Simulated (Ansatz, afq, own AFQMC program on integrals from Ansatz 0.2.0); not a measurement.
Atomization energy of BNH, quartet

| atom | x (Å) | y (Å) | z (Å) |
| --- | --- | --- | --- |
| B | 0.0000 | -0.1852 | 0.7730 |
| N | 0.0000 | 0.0874 | -0.7050 |
| H | 0.0000 | 0.7718 | 1.5065 |

Connectivity, by distances: BH–N.

Atoms in their ground-state spins without spin–orbit coupling (mostly on UHF) minus the molecule (UHF), without zero-point energy. The geometry is a stationary point, not shown to be a minimum.

Basis cc-pVDZ. Only valence electrons are correlated. Integrals, coupled cluster, full CI and functionals: Ansatz 0.2.0; the random walks run on the same integrals in our own AFQMC program. The CISD trial takes its coefficients from CCSD amplitudes. Released means that phaseless walkers are propagated on without the constraint, phases kept. Uncertainties: one standard error, sampling alone. The errors of all members are added in quadrature.

No full CI on the walks' own integrals is used here; CCSDTQ serves as the reference and is uncertain by about the last step of the cluster series. Each member takes its own surest rung, up to full CI.

Errors are counted within cc-pVDZ, not against nature.

Cautions: BNH (quartet): lower spins were not checked.

Reference (CCSDTQ): 5.357 eV.

| level | atomization energy (eV) | error against CCSDTQ (eV) |
| --- | --- | --- |
| HF | 4.319 | -1.038 |
| MP2 | 5.468 | 0.112 |
| CCSD | 5.274 | -0.082 |
| CCSD(T) | 5.340 | -0.016 |
| ph-AFQMC/HF | 5.493 ± 0.023 | 0.136 ± 0.023 |
| ph-AFQMC/CISD | 5.348 ± 0.002 | -0.008 ± 0.002 |
| released AFQMC | 5.358 ± 0.002 | 0.001 ± 0.002 |

Correlation beyond CCSD(T) adds 0.016 eV. The perturbative (T) step is worth +0.066 eV.

A walk keeps the symmetry of its determinant, which the program's search chose and which needn't be the lowest solution, so a lower state of the same spin and another symmetry isn't excluded. Released energies are given only where the last usable release times agree within the noise; a slower fall can still hide under it.
